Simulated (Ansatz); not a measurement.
# hcp Mg

These are PBE0 in Ansatz (plane waves, PAW) values and carry that method's errors.

Run with plane-wave cutoff 460 eV, 12×12×6 k mesh (along the axes of the cell as run), Fermi–Dirac smearing 0.05 eV, scalar-relativistic PAW data made under PBE.

Cell (relaxed at this level):

```
CELL_PARAMETERS angstrom
      1.59739    -2.76675     0.00000
      1.59739     2.76675     0.00000
      0.00000     0.00000     5.14182
ATOMIC_POSITIONS crystal
  Mg 0.33333 0.66667 0.25000
  Mg 0.66667 0.33333 0.75000
```

| Property | Value |
|---|---|
| equilibrium lattice constant a | 3.195 Å |
| c axis length | 5.142 Å |

Measured, for comparison: lattice constant a 3.209 Å, lattice parameter c 5.210 Å (293 K, not corrected to a static lattice; as tabulated in Wikipedia's data pages). Computed (rounded) less measured: lattice constant a -0.4 %, lattice parameter c -1.3 %. A static lattice is as a rule a little smaller and stiffer than an uncorrected measurement, which narrows the difference in the lattice constant a, lattice parameter c and would widen misses of the other sign.

Static lattice: no zero-point or thermal effects.

Ansatz is a first-principles code.
